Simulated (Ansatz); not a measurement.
Gas-phase electronic energies from Ansatz, PBE0-D4/def2-TZVP geometries. CCSD(T)/CBS adds triple-zeta CCSD(T) − MP2 to the extrapolated MP2 energy (def2 sets, frozen cores). This one scheme is used for every species. DFT in def2-TZVPP. One conformer a species, not always the lowest.

Consider the substitution at a C–C bond: `COC(=S)CCl` + CH₃SH → `COC(=S)SC` + `CCl`.

**Question.** Is it downhill or uphill in electronic energy at CCSD(T)/CBS, and by how much? (An estimate is asked.)

**Answer.** Ansatz gave: Downhill: ΔE = -8.0 kcal/mol.

**Question.** What do these levels give: PBE, PBE0, HF/def2-TZVPP, CCSD/def2-TZVPP, MP2/def2-QZVPP, HF/CBS(def2)? (Best estimate.)

**Answer.** Ansatz gave: PBE -10.6, PBE0 -9.5, HF/def2-TZVPP -5.0, CCSD/def2-TZVPP -6.0, MP2/def2-QZVPP -9.7, HF/CBS(def2) -5.0 kcal/mol.

Largest T1 diagnostic among the species: 0.016.

From PBE to PBE0 (25 % exact exchange), in def2-TZVPP and without D4, ΔE moves by +1.1 kcal/mol. In def2-TZVPP, CCSD(T) changes the Hartree–Fock value by −2.0 kcal/mol (the triples alone add −1.0 kcal/mol) and MP2 by −4.2 kcal/mol.
